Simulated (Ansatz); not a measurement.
# CH₂O₂S: ionisation energy by level of theory

An exercise on one series of results from a longer session: the logs are not shown, and one member is left open.

The runs use Ansatz 0.2.0, Gaussian basis; unrestricted cation, the program's frozen cores in correlated methods.

Levels to be run: UKS PBE-D4/def2-TZVPP; UKS r2SCAN-D4/def2-TZVPP; UKS PBE0-D4/def2-TZVPP; UKS B3LYP-D4/def2-TZVPP; UKS wB97X-V/def2-TZVPP; UKS wB97M-V/def2-TZVPP; UKS B2PLYP/def2-TZVPP; UHF-CCSD(T)/def2-TZVPP; UHF-MP2/def2-QZVPP; extrapolation to the limit; then −ε(HOMO) from the neutral's earlier runs with LDA (SPW92), PBE-D4, revPBE-D4, BLYP-D4, r2SCAN-D4, B97M-V, PBE0-D4, B3LYP-D4, r2SCANh-D4, r2SCAN0-D4, HSE06-D4, BHLYP-D4, CAM-B3LYP-D4, LC-ωPBE, ωB97X-V, ωB97M-V.

## The geometry

An earlier PBE0-D4 in a triple-zeta def2 set relaxation fixed the geometry.

SMILES `OC(O)=S`, 6 atoms, charge 0, spin multiplicity 1.

Atoms are counted from 1 here; the program's logs count them from 0.

Bond lengths: O1–C2 1.336 Å, O1–H5 0.966 Å, C2–O3 1.320 Å, C2–S4 1.626 Å, O3–H6 0.968 Å. Angles: C2–O1–H5 106.9°, O1–C2–O3 110.7°, O1–C2–S4 124.8°, O3–C2–S4 124.4°, C2–O3–H6 109.2°.

Set-up of the first run:

in.yaml reads:

```yaml
crystal:
  periodic: [false, false, false]
  atoms:
    - {symbol: O, position_ang: [0.781640, 0.477432, -0.500515]}
    - {symbol: C, position_ang: [-0.308060, -0.123946, -0.016251]}
    - {symbol: O, position_ang: [-0.098578, -0.549265, 1.215352]}
    - {symbol: S, position_ang: [-1.704599, -0.310351, -0.827875]}
    - {symbol: H, position_ang: [0.567916, 0.764957, -1.398105]}
    - {symbol: H, position_ang: [0.803882, -0.323027, 1.481293]}
basis:
  gaussian: {orbitals: def2-TZVPP}
total_charge: 1
magnetization: {spin_polarized: true, initial_magnetization: 1}
hamiltonian: {xc: pbe, dispersion: d4}
```

Run with:

```
> ansatz run in.yaml --threads 2 --pin off --events-out ev --progress --plain --max-ram 4352MiB
```

Steps of the session up to this table: Cation, UKS PBE-D4/def2-TZVPP; Cation, UKS r2SCAN-D4/def2-TZVPP; Cation, UKS PBE0-D4/def2-TZVPP; Cation, UKS B3LYP-D4/def2-TZVPP; Cation, UKS wB97X-V/def2-TZVPP; Cation, UKS wB97M-V/def2-TZVPP; Cation, UKS B2PLYP (frozen core)/def2-TZVPP; Cation, UHF-CCSD(T)/def2-TZVPP; Cation, UHF-MP2/def2-QZVPP.

One of the session's tables, all rows but one given; the rest of the session is left out.

Orbital estimates, from the neutral's runs:

| functional | −ε(HOMO) (eV) |
| --- | --- |
| LDA (SPW92) | 5.80 |
| PBE-D4 | 5.63 |
| revPBE-D4 | 5.57 |
| BLYP-D4 | 5.48 |
| r2SCAN-D4 | 5.89 |
| B97M-V | 5.93 |
| PBE0-D4 | 6.89 |
| B3LYP-D4 | 6.65 |
| r2SCANh-D4 | ? |
| r2SCAN0-D4 | 7.07 |
| HSE06-D4 | 6.49 |
| BHLYP-D4 | 8.00 |
| CAM-B3LYP-D4 | 8.24 |
| LC-ωPBE | 9.64 |
| ωB97X-V | 9.26 |
| ωB97M-V | 9.09 |

**Question.** Estimate the row for r2SCANh-D4.

Worked estimate for «−ε(HOMO) (eV)». Against the share of exact exchange, r2SCAN-D4 (0, 5.89), r2SCAN0-D4 (0.25, 7.07) give a slope of 4.72 per unit share; at 0.1 the line stands at 6.36.

**Answer.** −ε(HOMO) (eV): 6.36. In «−ε(HOMO) (eV)» the line misses by 0.00.
